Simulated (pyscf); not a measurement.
## Addition across a multiple bond or ene-type step: HB=O + H₂C=CH₂ -> H₃C–CH₂–B=O

Gas phase, singlet surface, charge 0. Bonds broken: B1–H3. Bonds formed: B1–C4, H3–C5. PySCF, gas phase, ωB97X-D3(BJ)/def2-SVP geometries. Correlated levels are frozen-core, on RHF or UHF. ΔMP2 is the change of the MP2 total energy from the triple- to the quadruple-zeta basis.

Transition state (Å):

```xyz
9

B     -0.6127    -0.3128     0.5723
O      0.0282    -0.3634     1.6502
H     -1.5700    -1.1157     0.2604
C     -0.3831     0.8169    -0.7405
C     -1.4211    -0.0679    -1.0590
H     -0.6161     1.8107    -0.3523
H      0.6191     0.6457    -1.1390
H     -1.2533    -0.9328    -1.7090
H     -2.4711     0.2161    -0.9337
```

One imaginary mode, 911i cm⁻¹; descent along it reached the two sides named, in the forms told below.

| bond | change | reactant side (Å) | saddle | product side |
|---|---|---|---|---|
| B1–H3 | breaks | 1.184 | 1.288 | 2.6 |
| B1–C4 | forms | 3.2 | 1.747 | 1.545 |
| H3–C5 | forms | 3.4 | 1.691 | 1.100 |

Electronic energies relative to the separated reactants (kJ/mol):

```tsv
level	barrier	reaction energy	reverse barrier
ωB97X-D3(BJ)/def2-TZVP	187.2	-173.5	360.6
PBE/def2-TZVP	159.1	-164.5	323.6
r²SCAN/def2-TZVP	166.0	-169.6	335.7
B3LYP-D3(BJ)/def2-TZVP	196.4	-155.8	352.2
PBE0-D3(BJ)/def2-TZVP	161.9	-181.2	343.1
M06-2X/def2-TZVP	186.7	-162.9	349.5
ωB97M-D3(BJ)/def2-TZVP	193.8	-163.1	356.9
HF/def2-TZVP	260.4	-140.7	401.0
MP2/def2-QZVPP	203.5	-164.8	368.3
CCSD/def2-TZVPP	216.4	-156.4	372.7
CCSD(T)/def2-TZVPP	208.1	-155.2	363.3
CCSD(T)/def2-TZVPP + ΔMP2(QZVPP)	207.5	-155.3	362.8
```

With CCSD(T)/def2-TZVPP + ΔMP2(QZVPP) energies and thermal terms (ideal gas, 1 atm, RRHO with modes under 100 cm⁻¹ raised to 100, one conformer, R ln 2 for chiral ones without a mode under 150 cm⁻¹), in kJ/mol:

| T (K) | ΔH‡ | ΔG‡ | ΔH | ΔG |
|---|---|---|---|---|
| 298 | 208.9 | 251.3 | -140.5 | -100.9 |
| 600 | 207.9 | 294.7 | -140.6 | -60.7 |
| 900 | 208.7 | 338.0 | -138.9 | -21.0 |
| 1200 | 210.1 | 380.9 | -136.4 | +18.0 |

On the product side the descent ends in a point that may be a rotor saddle (no frequency run), 10.6 kJ/mol over the lowest minimum found and 350.0 kJ/mol under the saddle at ωB97X-D3(BJ)/def2-TZVP. At the saddle there is also a short B–C contact that neither side keeps. The same reactants have a lower exit, to cyclic C₂H₅BO (SMILES B1CCO1) (barrier +139.3 kJ/mol at ωB97M-D3(BJ)/def2-TZVP, against +193.8 kJ/mol here). This is the saddle that the search found; another between the same sides may lie lower. The CCSD(T) − MP2 part came from Ansatz, without density fitting, on the same reference.
